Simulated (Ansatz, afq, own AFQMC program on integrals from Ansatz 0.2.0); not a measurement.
Where AFQMC and coupled cluster stand for BH3, triplet

```yaml
atoms:
  - { symbol: B, position_ang: [-0.1225, 0.0097, 0.1084] }
  - { symbol: H, position_ang: [0.3038, 0.5487, -0.9725] }
  - { symbol: H, position_ang: [0.6019, 0.0096, 1.0480] }
  - { symbol: H, position_ang: [0.4085, -0.6621, -1.2384] }
```

Basis 6-31G. Only valence electrons are correlated. AFQMC by an in-house program on the Cholesky factors that Ansatz 0.2.0 writes for its CCSD(T) run. ph-AFQMC/CISD is guided by a CISD state made of CCSD amplitudes; releasing the constraint for a short imaginary time cuts its bias at the price of noise, slowly where states lie close. ± is one standard error of the sampling.

Determinant: UHF, the one that the program's search chose, which needn't be the lowest solution. The geometry is a point of a scan.

Full CI on the same integrals is exact in this basis and with this determinant's frozen core.

Cautions: lower spins were not checked.

* T1 diagnostic: 0.0197
* weight of the determinant in the CISD state: 0.946
* ⟨S²⟩ of the determinant: 2.013
* size of the correlated space: 6 electrons in 14 orbitals

```
  level  correlation energy (eV)
    MP2                  -1.3322
   CCSD                  -1.8627
CCSD(T)                  -1.8952
```

Q: Estimate where AFQMC with the constraint released lies against CCSD(T) on the same integrals.

A: 1.3 ± 0.06 kJ/mol below CCSD(T).

Reference: full CI, correlation energy -1.910 eV. The released energy is read at 2.40 1/Eh (meV from the phaseless value at times in 1/Eh: -2.4 ± 0.8 at 0.24, -2.2 ± 0.8 at 0.51, -4.3 ± 2.4 at 0.99, -2.7 ± 0.5 at 1.62, -3.2 ± 0.6 at 2.40).

| level | E − E(reference) (kJ/mol) | share of correlation (%) |
| --- | --- | --- |
| CCSD(T) | 1.4 | 99.24 |
| CCSDT | 0.0 | 99.98 |
| CCSDT(Q) | 0.0 | 100.00 |
| CCSDTQ | 0.0 | 100.00 |
| ph-AFQMC/CISD | 0.4 ± 0.09 | 99.80 |
| released AFQMC | 0.1 ± 0.06 | 99.97 |

CCSDT and higher add their correlation energy to the determinant of the CCSD(T) run, since their own runs factorise the integrals more tightly (a shift of under 2 meV). Released energies are given only where the last usable release times agree within the noise; a slower fall can still hide under it.
